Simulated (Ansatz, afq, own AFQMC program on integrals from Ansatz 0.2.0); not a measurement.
Where AFQMC and coupled cluster stand for NO, quartet

```csv
atom,x (Å),y (Å),z (Å)
N,0.0000,0.0000,0.0000
O,0.0000,0.0000,2.2770
```

Basis 6-31G. Noble-gas cores (and the filled d shells of Ga–Kr and In–Xe) are frozen. Ansatz 0.2.0 and our own AFQMC program on the same integrals; the CISD trial comes from CCSD amplitudes, and released means the phaseless constraint is let go. Error bars are statistical, one sigma.

Determinant: UHF, the one that the program's search chose, which needn't be the lowest solution. The geometry is a point of a scan.

Full CI on the same integrals is exact in this basis and with this determinant's frozen core.

Cautions: lower spins were not checked; strong correlation (T1 0.033, weight of the determinant 0.68, largest double 0.45); (T) is large, 8 % of the CCSD correlation; unrestricted determinant spin contaminated (⟨S²⟩ 4.69 against 3.75); the CCSDT(Q) amplitudes may be one of several solutions (largest double 0.58); the CCSDTQ amplitudes may be one of several solutions (largest double 0.58); the released energies are still falling, so no released level is given (meV from the phaseless value at times in 1/Eh: -8 ± 7 at 0.24, -5 ± 16 at 0.51, -33 ± 6 at 0.99, -39 ± 6 at 1.62, -46 ± 10 at 2.40); the ph-AFQMC/CISD walk drifts between its halves (2.2 errors).

- T1 diagnostic: 0.0334
- weight of the determinant in the CISD state: 0.675
- ⟨S²⟩ of the determinant: 4.689
- size of the correlated space: 11 electrons in 16 orbitals

Reference: full CI, correlation energy -3.775 eV. The cautions show a poor starting determinant, so the rows tell how each method copes with it here, and full CI is the sure value.

| level | E − E(reference) (kJ/mol) | share of correlation (%) |
| --- | --- | --- |
| HF | 364.2 | 0.00 |
| MP2 | 147.9 | 59.38 |
| CCSD | 36.7 | 89.92 |
| CCSD(T) | 10.5 | 97.11 |
| CCSDT | 0.7 | 99.81 |
| CCSDT(Q) | -1.6 | 100.45 |
| CCSDTQ | 0.0 | 99.99 |
| ph-AFQMC/CISD | 11.4 ± 0.4 | 96.86 |

CCSDT and higher add their correlation energy to the determinant of the CCSD(T) run, since their own runs factorise the integrals more tightly (a shift of under 2 meV). A walk keeps the symmetry of its determinant, which the program's search chose and which needn't be the lowest solution, so a lower state of the same spin and another symmetry isn't excluded.
